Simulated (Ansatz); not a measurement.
`O=BF` + H₂O → `O=BO` + H–F at 400 K and 1 bar (formal hydrolysis of a B–F bond).

Program: Ansatz. Geometries: PBE0-D4/def2-TZVP. ΔE: electronic, gas phase. CCSD(T)/CBS is frozen-core, at the limit of the def2 triple- and quadruple-zeta sets. Each species was taken in one conformer, which may not be the lowest.

```json
{"species": "`O=BF`", "CCSD(T)/CBS energy (Eh)": "-199.84339", "H − E (kJ/mol)": "39.4", "S (J/(mol·K))": "237.0"}
{"species": "H₂O", "CCSD(T)/CBS energy (Eh)": "-76.37685", "H − E (kJ/mol)": "69.8", "S (J/(mol·K))": "198.6"}
{"species": "`O=BO`", "CCSD(T)/CBS energy (Eh)": "-175.82433", "H − E (kJ/mol)": "70.1", "S (J/(mol·K))": "257.3"}
{"species": "H–F", "CCSD(T)/CBS energy (Eh)": "-100.39431", "H − E (kJ/mol)": "36.5", "S (J/(mol·K))": "182.2"}
```

H − E and S are ideal-gas, rigid-rotor, harmonic terms from PBE0-D4/def2-TZVP, for one conformer and one mirror image of each species. 1 Eh = 2625.50 kJ/mol, R = 8.31446 J/(mol·K).

Problem. By hand: ΔE, ΔH, ΔS and ΔG.

Solution. ΔE = (-175.82433) + (-100.39431) − (-199.84339) − (-76.37685) = 0.00160 Eh = 4.2 kJ/mol. Δ(H − E) = 70.1 + 36.5 − 39.4 − 69.8 = -2.6, so ΔH = 1.6 kJ/mol. ΔS = 257.3 + 182.2 − 237.0 − 198.6 = 3.9 J/(mol·K). ΔG = 1.6 − 400 × (3.9)/1000 = 0.0 kJ/mol.

Problem. By hand: the equilibrium constant, and the temperature at which ΔG would vanish if ΔH and ΔS stayed fixed.

Solution. log₁₀ K = −ΔG/(RT ln 10) = 0.0. ΔG = 0 at ΔH/ΔS = 410 K, though so small a ΔH makes that figure unsure.

TΔS isn't small against ΔH here. The sign of ΔG lies within the doubt. A doubt of 5 kJ/mol in ΔE shifts log₁₀ K by 0.7 here. Other conformers and mirror images would add mixing entropy, several J/(mol·K) or more a flexible species. These are equilibria of isolated gas molecules and say nothing of rates. Largest T1 diagnostic: 0.016 (customary marks: 0.02 for closed shells, 0.045 for open ones).
